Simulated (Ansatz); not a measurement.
A nudged elastic band was laid between two geometries of C₃H₈N₂ (13 atoms, charge 0, multiplicity 1).

Computed with Ansatz 0.2.0, RKS r2SCANh-D4/def2-SVP.

```json
{
  "movable images": "3",
  "climbing image": "no",
  "spring": "5.0 eV/Å²",
  "optimiser": "quadratic models (default)",
  "start path": "through a guess of the saddle point",
  "force threshold": "0.05 eV/Å",
  "iteration limit": "60",
  "end points": "relaxed"
}
```

Image 0:

```xyz
13
Properties=species:S:1:pos:R:3
C 0.404 1.357 1.448
N -0.022 0.754 0.207
C 0.618 -0.461 -0.134
C 0.021 -1.333 -0.968
N -1.206 -1.094 -1.568
H -0.121 2.310 1.603
H 1.495 1.555 1.504
H 0.149 0.698 2.291
H 0.018 1.424 -0.559
H 1.617 -0.668 0.269
H 0.539 -2.246 -1.271
H -1.743 -0.405 -1.045
H -1.749 -1.927 -1.763
```

Image 4:

```xyz
13
Properties=species:S:1:pos:R:3
C 0.577 1.501 1.248
N -0.231 0.376 0.847
C 0.388 -0.729 0.265
C -0.051 -1.377 -0.831
N -1.183 -1.003 -1.578
H -0.027 2.210 1.831
H 1.048 2.054 0.409
H 1.391 1.152 1.902
H -1.118 0.624 0.427
H 1.264 -1.107 0.799
H 0.424 -2.316 -1.120
H -1.263 0.006 -1.686
H -1.197 -1.424 -2.499
```

Q: What changes between the two ends?

A: No bond is made or broken. The height of N5 over the plane of its neighbours goes from -0.31 to 0.34 Å.

Q: What energy profile does the band end with?

A: It converged. The highest image is number 3 of 0 to 4, 9.6 kJ/mol above the first end and 2.4 kJ/mol above the last; the last end lies 7.3 kJ/mol above the first. No image climbed, so the highest image needn't sit at the top of the path. So few images can step over the top or miss a turn of the path.

```
image  path coordinate (Å)  energy (kJ/mol)  height of N5 over the plane of its neighbours (Å)
    0                 0.00              0.0                                              -0.31
    1                 0.97              1.0                                              -0.33
    2                 1.95              1.8                                              -0.34
    3                 2.92              9.6                                               0.32
    4                 3.90              7.3                                               0.34
```

Q: What is the geometry of the highest image?

A: 
```xyz
13
Properties=species:S:1:pos:R:3:forces:R:3
C 0.612 1.482 1.346 0.01 0.00 0.00
N -0.232 0.504 0.703 -0.02 0.00 0.02
C 0.383 -0.629 0.166 0.00 0.00 -0.01
C -0.060 -1.382 -0.859 0.00 -0.01 0.00
N -1.248 -1.201 -1.583 0.01 0.00 0.01
H -0.007 2.274 1.789 0.00 0.00 0.00
H 1.361 1.958 0.681 -0.01 0.00 -0.01
H 1.163 1.004 2.171 0.01 0.00 -0.01
H -0.926 0.926 0.096 0.00 -0.01 0.00
H 1.279 -0.951 0.701 -0.01 -0.01 0.00
H 0.490 -2.291 -1.108 0.00 0.00 0.00
H -1.633 -0.264 -1.529 0.00 0.01 -0.01
H -1.162 -1.465 -2.558 0.01 0.01 -0.01
```

The band took 9 iterations and of the order of 4 core-minutes.

Time of the run: 120 s on 2 threads of Arm Neoverse V1, on a shared host, peak memory 0.26 GiB.
